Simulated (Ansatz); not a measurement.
**AlHO (singlet): RPA-PBE over a scan of the distance O2–H3, 6-31G**

How well do these functionals follow the top wave-function level for AlHO (singlet) over a scan of the distance O2–H3?

The runs use Ansatz 0.2.0, Gaussian basis; 6-31G, all electrons in the functionals, frozen cores in the correlation of double hybrids and RPA.

The runs, in order: RPA-PBE, at 0.772 Å; 0.846 Å; 0.950 Å; 1.059 Å; 1.177 Å; 1.302 Å; 1.554 Å; 1.726 Å; 2.068 Å; 2.595 Å; 3.294 Å.

29 further runs of the same task are left out: 16 for a known fault of the program, 8 that didn't finish, 5 set aside as unsound or not needed.

## 1. The system

The geometry derives from a PBE0/def2-TZVP stationary point (not a proven minimum). One bond is set to the value named and the two fragments are kept rigid.

3 atoms, charge 0, spin multiplicity 1.

Atoms are counted from 1 here; the program's logs count them from 0.

Bond lengths: Al1–O2 1.674 Å, O2–H3 0.950 Å. Angles: Al1–O2–H3 180.0°.

No dispersion term is added.

The geometry shown and the zero of energy belong to the point 0.950 Å. The yardstick, FCI, and other wave-function levels (R restricted, U unrestricted, valence and pair active spaces) come from earlier runs.

## 2. RPA-PBE, 0.772 Å

in.yaml reads:

```yaml
crystal:
  periodic: [false, false, false]
  atoms:
    - {symbol: Al, position_ang: [0.000000, 0.000000, 1.373647]}
    - {symbol: O, position_ang: [0.000000, 0.000000, -0.300823]}
    - {symbol: H, position_ang: [0.000000, 0.000000, -1.072823]}
basis:
  gaussian: {orbitals: 6-31G}
hamiltonian: {xc: {name: PBE}}
correlation: {method: rpa, electrons: outside_noble_gas}
```

The run is started by

```console
ansatz run in.yaml --threads 1 --pin off --events-out ev --progress --plain --max-ram 2393MiB
```

The runs that follow: RPA-PBE, 0.846 Å; RPA-PBE, 0.950 Å; RPA-PBE, 1.059 Å; RPA-PBE, 1.177 Å; RPA-PBE, 1.302 Å; RPA-PBE, 1.554 Å; RPA-PBE, 1.726 Å; RPA-PBE, 2.068 Å; RPA-PBE, 2.595 Å; RPA-PBE, 3.294 Å.

Before running them: what should the planned runs give, taken together? Wanted: span of the FCI curve; largest miss, RPA-PBE.

As calculated:

```
             quantity                   value
span of the FCI curve            437.3 kJ/mol
largest miss, RPA-PBE  -16.2 kJ/mol (1.554 Å)
```

**Reading.** RPA-PBE strays by up to 16.2 kJ/mol, at 1.554 Å. RPA-PBE clearly breaks the spin symmetry at some points (⟨S²⟩ up to 0.99 above the pure value), so energy there is bought with a mixed spin. Functionals and the yardstick converge differently with the basis, so part of each miss in 6-31G is the basis.
